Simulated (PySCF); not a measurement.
How the method changes the constants of MgO⁺

State: ²Π (doublet), unpaired electrons π ↑. Set-up: Mg 6-311G(d,p), O 6-311G(d,p); no relativity (PySCF 2.14). De refers to Mg⁺ + O in their high-spin ground configurations, without counterpoise correction. The functionals are run spin-unrestricted. A positive dipole points towards O; it is taken about the centre of mass and depends on that origin. Levels whose curve was spin-contaminated or gave no clean fit are not listed.

| Level | Re (Å) | ωe (cm⁻¹) | De (eV) | μ (D) | CPU s a point (SCF and correlation, without the integrals) |
| --- | --- | --- | --- | --- | --- |
| UHF-CCSD | 1.858 | 695 | 1.61 | n/a | n/a |
| PBE | 1.875 | 666 | 2.40 | -7.76 | 0.44 |
| r²SCAN | 1.855 | 696 | 2.19 | -8.38 | 0.68 |
| M06-L | 1.840 | 735 | n/a | -9.02 | 1.3 |
| TPSSh | 1.861 | 689 | 2.14 | -8.27 | 0.75 |
| PBE0 | 1.852 | 700 | 1.98 | -8.38 | 0.62 |
| B97-3 | 1.849 | 709 | 2.10 | -8.60 | 0.38 |
| HSE06 | 1.852 | 700 | 1.99 | -8.36 | 0.59 |

**Question.** What does the step from GGA to meta-GGA do here, going from PBE to r²SCAN?

**Answer.** r²SCAN less PBE: -2.0 pm in Re, +4.5 % in ωe, -0.21 eV in De. 

Correlated steps freeze 2 core orbitals. For an ion De counts to the pair picked by the measured ionisation energies or electron affinities, which need not be the lowest pair at this level. The state is the lowest determinant that a PBE0 search found; another state may lie lower at other levels.

The whole job (state search and all levels along the bond) took about 2 min on 1 thread of Arm Neoverse V2 (shared host), peak memory 0.5 GiB.
